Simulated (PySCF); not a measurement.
Compound: ethanolamine, C2H7NO.
Structure used (PBE0-D3(BJ)/def2-SVP), in Å, numbered top down from 1:
```
atom  x, y, z in Å
N1    -1.0715   -0.7764    0.3877
C2    -0.4442    0.5190    0.1811
C3     1.0374    0.3822    0.5047
O4     1.5764   -0.7060   -0.1766
H5    -1.9634   -0.8491   -0.0931
H6    -1.2474   -0.9477    1.3761
H7    -0.5458    0.7765   -0.8858
H8    -0.8912    1.3512    0.7616
H9     1.5776    1.2985    0.2133
H10    1.1575    0.2815    1.6076
H11    0.8496   -1.3530   -0.1779
```

A calculation gives these core lines: C 1s: 291.69 (area 1), 291.97 (area 1) eV; N 1s: 405.51 eV; O 1s: 538.10 eV.

Method used: PySCF 2.14.0, delta-SCF UKS SCAN, pcX-2 on the ionised atom, pcseg-1 elsewhere, spin-free X2C. Isolated species at its PBE0-D3(BJ)/def2-SVP geometry (one conformer only).

Question: Assign the C 1s lines to atoms.

Answer: 291.69 eV: C2 (sp3 carbon bound to nitrogen); 291.97 eV: C3 (carbinol carbon (C–OH)). Lowest listed C 1s: C2, bonded to N, C and 2 H. Highest, 0.28 eV above it: C3, bonded to O, C and 2 H.

Bonded neighbours of each site: N1: C and 2 H; C2: N, C and 2 H; C3: O, C and 2 H; O4: C and H.

Question: Which effective nuclear charge Zeff reproduces each element's mean 1s value in the hydrogen-like formula E = 13.606 eV × Zeff²?

Answer: C (Z = 6): mean 291.8 eV, Zeff = 4.63, Z − Zeff = 1.37; N (Z = 7): mean 405.5 eV, Zeff = 5.46, Z − Zeff = 1.54; O (Z = 8): mean 538.1 eV, Zeff = 6.29, Z − Zeff = 1.71. Means run over the listed sites, weighted by atom count.
